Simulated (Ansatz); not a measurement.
System: bcc Ba. Method: PBE (PAW; Ansatz, a program for electronic structure).

Settings: plane-wave cutoff 520 eV, 16×16×16 k mesh, Fermi–Dirac smearing 0.05 eV, scalar-relativistic PAW data made under PBE.

Cell (relaxed at this level):

```xyz
1
Lattice="-2.5107 2.5107 2.5107 2.5107 -2.5107 2.5107 2.5107 2.5107 -2.5107" Properties=species:S:1:pos:R:3 pbc="T T T"
Ba     0.0000     0.0000     0.0000
```

Question: What does this level give for the bulk modulus B0 and pressure derivative B′ of the bulk modulus?

Answer: 
bulk modulus B0: 8.70 GPa
pressure derivative B′ of the bulk modulus: 2.7

The run finds no gap.

Measured, for comparison: bulk modulus 9.34 GPa (corrected for temperature and zero-point phonon effects, our sources range from 9.34 to 10.6; as tabulated in Levämäki et al. (2014), arXiv:1402.3671). Computed (rounded) less measured: bulk modulus -7 % (-7 % to -18 % over the range).

Spin–orbit coupling is not included.

Computed values are for the static lattice.

It cost roughly 60 core-seconds of CPU time.
